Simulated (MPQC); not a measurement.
# BH2F (SMILES [H]B([H])F): B3LYP/3-21G

Aim: the vertical electron affinity of BH2F at B3LYP/3-21G, from 2 runs. 

The results are computed with MPQC 2.3.1.

4 further runs of the same task are left out: 2 that didn't finish, 2 set aside as unsound or not needed.

### 1 The molecule

BH2F: 4 atoms, total charge 0, spin state singlet. SMILES: `[H]B([H])F`. The shape is that of a GFN2-xTB optimisation.

Bond lengths: B1–F4 1.306 Å, B1–H2 1.171 Å, B1–H3 1.171 Å. Angles: H2–B1–F4 117.3°, H3–B1–F4 117.3°, H2–B1–H3 125.4°.

### 2 Energy and gradient at B3LYP/3-21G

Contents of input.in:

```
% job: BFH2
memory: 1000000000
method: RKS (xc = B3LYP grid = fine)
symmetry: c1
basis: 3-21G
molecule:
  B  0.029990 0.049200 0.000600
  H  1.198420 -0.033970 0.015630
  H  -0.578270 1.050180 -0.019450
  F  -0.650140 -1.065400 0.003230
gradient: yes
checkpoint: no
```

The run is started by

```bash
$ mpqc input.in > input.out
```

Log:

```text
MPQC: Massively Parallel Quantum Chemistry
[...]
  Integrated electron density error = 0.004408768613
  iter     1 energy = -125.1253241076 delta = 2.43216e-01
  Integrated electron density error = 0.000378607878
  iter     2 energy = -125.1874331141 delta = 7.56175e-02
[...]
  Integrated electron density error = 0.000014713061
  iter     9 energy = -125.2442759946 delta = 2.15812e-06
  Integrated electron density error = 0.000014713132
  iter    10 energy = -125.2442759946 delta = 8.19789e-07
  Integrated electron density error = 0.000014713129
  iter    11 energy = -125.2442759946 delta = 8.37577e-08
[...]
  LUMO is     9   A =  -0.034600
  total scf energy = -125.2442759946
[...]
  Integrated electron density error = 0.000014712801
  Total Gradient:
[...]
Value of the MolecularEnergy: -125.2442759946
  Gradient of the MolecularEnergy:
      1   -0.0180627354
      2   -0.0300905777
      3    0.0003369623
      4   -0.0123512048
      5   -0.0014496740
      6   -0.0002407874
      7    0.0043705311
      8   -0.0116482681
      9    0.0000895797
     10    0.0260434092
     11    0.0431885198
     12   -0.0001857546
[...]
        symmetry = c1
[...]
```

It took 3.6 s on 1 thread of Intel Xeon at 2.50GHz (Skylake/Cascade Lake), shared host.

### 3 The doublet anion, same level

Contents of job.in:

```
% job: BFH2
memory: 1000000000
basis: 3-21G
multiplicity: 2
symmetry: c1
charge: -1
checkpoint: no
gradient: yes
molecule:
  B  0.029990 0.049200 0.000600
  H  1.198420 -0.033970 0.015630
  H  -0.578270 1.050180 -0.019450
  F  -0.650140 -1.065400 0.003230
method: UKS (xc = B3LYP grid = fine)
```

The run is started by

```bash
$ mpqc job.in > job.out
```

Log:

```text
MPQC: Massively Parallel Quantum Chemistry
[...]
  Integrated electron density error = 0.004758544841
  iter     1 energy = -124.9024563398 delta = 2.48741e-01
  Integrated electron density error = 0.003643665325
  iter     2 energy = -125.1208437430 delta = 8.23783e-02
[...]
  Integrated electron density error = 0.000014335697
  iter    17 energy = -125.1683050409 delta = 9.60986e-08
  Integrated electron density error = 0.000014335697
  iter    18 energy = -125.1683050408 delta = 3.23096e-08
  Integrated electron density error = 0.000014335697
  iter    19 energy = -125.1683050408 delta = 1.56117e-08
[...]
  <S^2>      = 0.752423
  total scf energy = -125.1683050408
[...]
  Integrated electron density error = 0.000014335622
  Total Gradient:
[...]
Value of the MolecularEnergy: -125.1683050408
  Gradient of the MolecularEnergy:
      1   -0.0524646855
      2   -0.0865280965
      3    0.0000869139
      4   -0.0256300586
      5   -0.0022727676
      6   -0.0002680595
      7    0.0097065699
      8   -0.0238300547
      9    0.0004295593
     10    0.0683881742
     11    0.1126309187
     12   -0.0002484137
[...]
        symmetry = c1
[...]
        nbasis = 22
[...]
      nalpha = 9
      nbeta = 8
[...]
```

It took 6.3 s on 1 thread of Intel Xeon at 2.50GHz (Skylake/Cascade Lake), shared host.

### 4 Summary of results

At B3LYP/3-21G:

| quantity | value |
| --- | --- |
| singlet BH2F: total energy | -125.24428 Eh |
| singlet BH2F: HOMO energy | -8.88 eV |
| singlet BH2F: LUMO energy | -0.94 eV |
| singlet BH2F: HOMO–LUMO gap | 7.94 eV |
| singlet BH2F: largest force on an atom | 2.593 eV/Å |
| doublet anion: total energy | -125.16831 Eh |
| doublet anion: ⟨S²⟩ | 0.752 |
| doublet anion: largest force on an atom | 6.776 eV/Å |
| vertical electron affinity (to the doublet anion) | -2.067 eV |

In words: The anion lies 2.07 eV (48 kcal/mol) above the neutral: the electron isn't bound at this level, and such a value depends on the basis. Without diffuse functions anions come out too high. The largest force (singlet BH2F) is 2.59 eV/Å: the shape isn't a stationary point for this species at this level.
